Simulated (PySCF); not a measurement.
Compound: acetyl chloride, C2H3ClO.
Bonds: C1–C2, C2–O3 (double), C2–Cl4. Hydrogens: H5, H6, H7 on C1.

The calculation used PBE0-D3(BJ)/def2-SVP geometry optimisation, gas phase in PySCF.

Q: What internal coordinates does the optimisation give?

A: 
```tsv
bond	length (Å)	order
C1–C2	1.495	single
C2=O3	1.182	double
C2–Cl4	1.796	single
C1–H5, C1–H6, C1–H7	1.099	single
```

Bonds in one row agree within 0.01 Å and their mean is given. Orders are formal, as drawn. A selection of angles:
```tsv
angle	degrees
C2–C1–H5	109.5
H5–C1–H6	110.6
H6–C1–H7	107.3
C1–C2–O3	127.7
C1–C2–Cl4	111.6
O3–C2–Cl4	120.7
```

The 4 heavy atoms lie in one plane (0.000 Å rms).

Point group: Cs (every atom within 0.08 Å of its image). No frequency check.

Time: 5.2 s of wall time; peak memory 0.33 GiB. Hardware: one thread, Intel Xeon 6975P-C (x86_64), no GPU, shared host with 192 logical CPUs at a one-minute load of 22. That covers the optimisation of the geometry.
